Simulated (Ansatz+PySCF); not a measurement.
Results of a calculation; reference values are marked as such.
Input for PySCF 2.14.0:

```python
from pyscf import gto, dft

mol = gto.M(atom="""
F 0.000000 0.000000 -1.032340
F 0.000000 0.000000 1.032340
""", basis='cc-pvdz', charge=0, spin=0)
mf = dft.RKS(mol, xc='pbe0')
mf.kernel()
print(mf.converged, mf.e_tot, mf.spin_square()[0])
```

The script is written out from the run's settings.

The run gave:

```
Converged                       : yes
Total energy                    : -199.22273 hartree
Spin squared of the determinant : 0.000
Cycles                          : 6
```

Caution: an unrestricted determinant lies well below.
